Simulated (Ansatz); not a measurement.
Ansatz (an electronic-structure program) input (MP2/6-31G*):

Ansatz 0.2 input:
```yaml
crystal:
  periodic: [false, false, false]
  atoms:
    - {symbol: O, position_ang: [0.05728725, 0.81312084, -0.03996413]}
    - {symbol: O, position_ang: [0.04221979, -0.70897730, -0.01520246]}
    - {symbol: H, position_ang: [-0.79605634, -0.83314830, 0.44133267]}
basis:
  gaussian:
    orbitals: 6-31G*
total_charge: -1
magnetization: {spin_polarized: false}
correlation: {method: mp2, electrons: outside_noble_gas}
relax: {f_tol: 0.003, max_steps: 120}
```

Task: What final total energy does it give?

Result: -150.48803 Eh.
